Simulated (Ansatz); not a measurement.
GaS (P6₃/mmc, No. 194) was calculated with PBE-D3(BJ) in Ansatz (plane waves, PAW).

Rigid layers of the crystal as relaxed at this level are moved apart or together:

```json
[
 {"run": "1", "k mesh": "12×12×4", "layer repeat (Å)": "7.445", "energy against free layers (meV/Å²)": "-16.45", "gap on the mesh (eV)": "1.269"},
 {"run": "2", "k mesh": "12×12×4", "layer repeat (Å)": "7.595", "energy against free layers (meV/Å²)": "-17.95", "gap on the mesh (eV)": "1.426"},
 {"run": "3", "k mesh": "12×12×4", "layer repeat (Å)": "7.745", "energy against free layers (meV/Å²)": "-18.27", "gap on the mesh (eV)": "1.576"},
 {"run": "4", "k mesh": "12×12×2", "layer repeat (Å)": "7.945", "energy against free layers (meV/Å²)": "-17.59", "gap on the mesh (eV)": "1.758"},
 {"run": "5", "k mesh": "12×12×2", "layer repeat (Å)": "8.245", "energy against free layers (meV/Å²)": "-15.45", "gap on the mesh (eV)": "1.985"},
 {"run": "6", "k mesh": "12×12×2", "layer repeat (Å)": "8.745", "energy against free layers (meV/Å²)": "-11.40", "gap on the mesh (eV)": "2.221"},
 {"run": "7", "k mesh": "12×12×2", "layer repeat (Å)": "9.745", "energy against free layers (meV/Å²)": "-5.78", "gap on the mesh (eV)": "2.433"},
 {"run": "8", "k mesh": "12×12×2", "layer repeat (Å)": "11.745", "energy against free layers (meV/Å²)": "-1.80", "gap on the mesh (eV)": "2.522"}
]
```

The lowest energy of these points lies at a layer repeat of 7.75 Å.

Spin–orbit coupling is not included.

Ansatz is a quantum-chemistry and plane-wave program.
